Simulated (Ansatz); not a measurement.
Process, species as SMILES: FOF + H+ → [OH+](F)F
B3LYP-D3(BJ)/def2-TZVP geometries, fixed; electronic energies without zero-point terms; positive where energy is released.

Core correlation in the proton affinity at MP2 with Ansatz (a quantum-chemistry and plane-wave program), in kcal/mol: frozen core against all electrons. Core-valence sets carry the plain set on hydrogen. A restricted Hartree-Fock determinant is unstable towards unrestricted orbitals. The proton sits at the site shown, which need not be the one that binds it best.

```json
[
 {"basis": "cc-pVDZ", "functions, most": "47", "frozen core": "113.58", "all electrons": "113.66", "core term (second minus first)": "0.08"},
 {"basis": "cc-pCVDZ", "functions, most": "59", "frozen core": "113.55", "all electrons": "113.61", "core term (second minus first)": "0.06"},
 {"basis": "cc-pVTZ", "functions, most": "104", "frozen core": "113.80", "all electrons": "114.50", "core term (second minus first)": "0.70"},
 {"basis": "cc-pCVTZ", "functions, most": "143", "frozen core": "113.63", "all electrons": "113.58", "core term (second minus first)": "-0.06"},
 {"basis": "cc-pwCVTZ", "functions, most": "143", "frozen core": "113.59", "all electrons": "113.51", "core term (second minus first)": "-0.08"},
 {"basis": "cc-pVQZ", "functions, most": "195", "frozen core": "112.40", "all electrons": "112.62", "core term (second minus first)": "0.22"},
 {"basis": "cc-pCVQZ", "functions, most": "282", "frozen core": "112.29", "all electrons": "112.20", "core term (second minus first)": "-0.09"},
 {"basis": "cc-pwCVQZ", "functions, most": "282", "frozen core": "112.26", "all electrons": "112.16", "core term (second minus first)": "-0.09"}
]
```

The largest core-valence set, cc-pwCVQZ, gives a core term of -0.09 kcal/mol; the valence set cc-pVQZ, which lacks functions for the core, gives 0.22.
